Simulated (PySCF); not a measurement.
C3H5FS: core ionisation energies

C3H5FS.
Structure used (PBE0-D3(BJ)/def2-SVP), in Å, numbered top down from 1:
```xyz
10
C3H5FS angstrom
C      1.2145   -0.0276    0.2326
C     -0.0295    0.3156   -0.5369
S     -1.1382    1.6223    0.1111
C     -1.3398   -0.1560   -0.0493
F     -1.3559   -0.8997    1.0761
H      1.5846   -1.0192   -0.0762
H      1.0113   -0.0511    1.3109
H      2.0081    0.7078    0.0397
H      0.0893    0.3532   -1.6271
H     -2.1056   -0.4985   -0.7552
```

Method used: PySCF 2.14.0, delta-SCF UKS SCAN, pcX-2 on the ionised atom, pcseg-1 elsewhere, spin-free X2C. Each binding energy is the total energy of the core-ionised species, with the hole localised on one atom, minus that of the ground state; both are solved self-consistently, so orbital relaxation is included.

Q: Give the core binding energies atom by atom.

A: 
```json
{"atom(s)": "C1", "environment": "methyl carbon", "level": "C 1s", "binding energy (eV)": "291.15", "above the level's lowest (eV)": "0.00", "count": "1"}
{"atom(s)": "C2", "environment": "sp3 carbon bound to sulfur", "level": "C 1s", "binding energy (eV)": "291.93", "above the level's lowest (eV)": "+0.78", "count": "1"}
{"atom(s)": "C4", "environment": "sp3 C–F carbon", "level": "C 1s", "binding energy (eV)": "293.85", "above the level's lowest (eV)": "+2.70", "count": "1"}
{"atom(s)": "F5", "environment": "alkyl fluorine", "level": "F 1s", "binding energy (eV)": "692.95", "above the level's lowest (eV)": "0.00", "count": "1"}
{"atom(s)": "S3", "environment": "sulfide sulfur", "level": "S 1s", "binding energy (eV)": "2477.02", "above the level's lowest (eV)": "0.00", "count": "1"}
```

Lowest listed C 1s: C1, bonded to C and 3 H. Highest, 2.70 eV above it: C4, bonded to F, S, C and H. Summing the Pauling electronegativity differences to the bonded atoms, each weighted by its formal bond order, gives -1.05 for the lowest site and +1.11 for the highest; no listed site has a larger sum than the highest.

Q: Which effective nuclear charge Zeff reproduces each element's mean 1s value in the hydrogen-like formula E = 13.606 eV × Zeff²?

A: C (Z = 6): mean 292.3 eV, Zeff = 4.64, Z − Zeff = 1.36; F (Z = 9): mean 692.9 eV, Zeff = 7.14, Z − Zeff = 1.86; S (Z = 16): mean 2477.0 eV, Zeff = 13.49, Z − Zeff = 2.51. Means run over the listed sites, weighted by atom count.

Not every level is listed. Isolated species at its PBE0-D3(BJ)/def2-SVP geometry, gas phase.
